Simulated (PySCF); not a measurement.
## Si: ionisation energy

Si [Ne] 3s2 3p2 (3P) → Si⁺ [Ne] 3s2 3p1 (2P), as a difference of total energies. Computed with PySCF 2.14 in aug-cc-pV(T+d)Z (6s5p4d2f, 55 functions), with the non-relativistic Hamiltonian (point nucleus). Correlated levels: valence: [Ne] frozen. The calculations carry no spin-orbit coupling.

| method | ionisation energy (eV) | error (eV) |
| --- | --- | --- |
| UHF | 7.639 | -0.518 |
| MP2 (valence) | 8.052 | -0.105 |
| SCS-MP2 (valence) | 7.964 | -0.193 |
| CCSD (valence) | 8.078 | -0.079 |
| CCSD(T) (valence) | 8.119 | -0.038 |

Reference: 8.157 eV (measured; NIST levels, between the centres of gravity of the two terms).

Errors of the correlated levels include the incompleteness of this basis and the frozen core.
